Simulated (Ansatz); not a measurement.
Wavefunction ladder for CH$_{4}$B$_{2}$, SMILES `B1BC1`

```tsv
atom	x (Å)	y (Å)	z (Å)
B1	-0.569	0.422	-0.789
B2	0.051	-0.899	-0.289
C3	0.159	0.498	0.476
H4	-1.160	1.177	-1.476
H5	0.446	-1.998	-0.076
H6	0.421	1.236	1.229
H7	0.652	-0.435	0.924
```

Charge 0, multiplicity 1. The geometry is a stationary point of PBE0-D4/def2-TZVP. Frozen core, restricted reference, the Gaussian-basis code of Ansatz. CBS rows extrapolate triple and quadruple zeta; past MP2 they add the triple-zeta difference.

```csv
basis,HF (Eh),MP2 corr.,CCSD corr.,(T),CCSD(T) total
def2-SVP,-89.39246,-0.31476,-0.34546,-0.01401,-89.75193
def2-TZVPP,-89.49156,-0.37763,-0.40367,-0.01954,-89.91477
def2-QZVPP,?,-0.40094,–,–,–
CBS(def2),?,?,?,as TZ,?
```

**Question.** Fill in the withheld values. (Estimate.)

**Answer.** The calculation gave: def2-QZVPP HF (Eh): -89.49594; CBS(def2) HF (Eh): -89.49655; CBS(def2) MP2 corr.: -0.41822; CBS(def2) CCSD corr.: -0.44426; CBS(def2) CCSD(T) total: -89.96035.
